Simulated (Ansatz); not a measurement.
AsF, triplet in cc-pVDZ: errors against UCCSDT(Q)

Geometry: that of the AsF, singlet, kept fixed.

```yaml
atoms:
  - { symbol: F, position_ang: [0.0000, 0.0000, 0.0000] }
  - { symbol: As, position_ang: [0.0000, 0.0000, 1.7370] }
```

Basis cc-pVDZ; Ansatz 0.2.0. Correlated methods freeze the noble-gas cores and the filled d shells of p-block atoms, which leaves 12 electrons in 26 orbitals. Prefix R: restricted or restricted open-shell reference; prefix U: unrestricted. Active spaces: valence = (12e, 8o) chosen from the atoms' valence shells. No spin–orbit coupling is included, and no scalar relativity.

Full CI isn't at hand for all of this; UCCSDT(Q) serves as the reference, and is uncertain by about the last step of the cluster series. The frozen core follows each run's orbitals, which can shift R against U totals by a few meV for light atoms and by up to 0.1 eV past Ca.

```
UHF ⟨S²⟩                          : 2.019
T1 diagnostic (RCCSD)             : 0.0215
largest doubles amplitude (RCCSD) : 0.061
T1 diagnostic (UCCSD)             : 0.0200
```

```json
{"level": "UHF", "E − E(UCCSDT(Q)) (kcal/mol)": "173.59", "share of correlation (%)": "1.81", "wall time": "–"}
{"level": "UMP2", "E − E(UCCSDT(Q)) (kcal/mol)": "12.92", "share of correlation (%)": "92.69", "wall time": "–"}
{"level": "UCCSD", "E − E(UCCSDT(Q)) (kcal/mol)": "4.06", "share of correlation (%)": "97.71", "wall time": "–"}
{"level": "UCCSD(T)", "E − E(UCCSDT(Q)) (kcal/mol)": "0.75", "share of correlation (%)": "99.57", "wall time": "2.7 s"}
{"level": "UCCSDT", "E − E(UCCSDT(Q)) (kcal/mol)": "0.43", "share of correlation (%)": "99.76", "wall time": "–"}
```

The correlation energy at UCCSDT(Q), counted from RHF, is -7.666 eV. That run took 9.5 s on 1 thread of Intel Xeon Platinum 8259CL, shared host.

Run but not shown, since their state or frozen core can't be matched to the reference's or they repeat it: RHF, RMP2, RCCSD, RCCSD(T), BCCD(T), RCCSDT, RCCSDT(Q), CASSCF (valence space), NEVPT2 (valence space), MRCISD (valence space), MRCISD+Q (valence space).

Times hold each run's SCF and search for its determinant on a shared host, so for small cases they say little of a method's own cost; they ran on 1 thread of Intel Xeon Platinum 8259CL.

Natural occupations of CASSCF (valence space) about the gap: 1.995 1.995 1.970 1.004 1.004 0.032; effectively unpaired electrons, Σ n²(2−n)², 2.01.
